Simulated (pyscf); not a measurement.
Single points on ωB97X-D3(BJ)/def2-SVP structures (PySCF, gas phase). MP2 and CC: frozen core, UHF for open shells. ΔMP2 is the change of the MP2 total energy from the triple- to the quadruple-zeta basis.

Problem. H₃C–F (SMILES CF) + GaH₃ (SMILES [GaH3]) → CH₄ (SMILES C) + F–GaH₂ (SMILES [F][GaH2])
Surface: singlet. Broken: C–F, Ga–H. Formed: C–H, F–Ga. Give ΔE‡ and ΔE from CCSD(T)/def2-TZVPP + ΔMP2(QZVPP), relative to the separated reactants.

Solution. ΔE‡ = 173.1 kJ/mol, ΔE = -205.8 kJ/mol. Zero-point energy shifts the barrier by +1.7 kJ/mol. It is a four-centre exchange, with an imaginary mode of 1102i cm⁻¹. On the reactant side the descent ends in an adduct with a F–Ga contact, 38.6 kJ/mol under the separated species and 211.0 kJ/mol under the saddle at ωB97X-D3(BJ)/def2-TZVP. What is counted as formed (F–Ga) is already present as a longer contact in the reactant adduct; forming that adduct is a step of its own. This is the saddle that the search found; another between the same sides may lie lower. The CCSD(T) − MP2 part came from Ansatz, without density fitting, on the same reference. The frozen core leaves the outer d or s,p core shells of the metals and heavy elements correlated in the MP2 and CC values, and def2-TZVPP describes them poorly, which can shift differences by a few kcal/mol. Elements up to Kr have no core potential and no relativistic terms here.
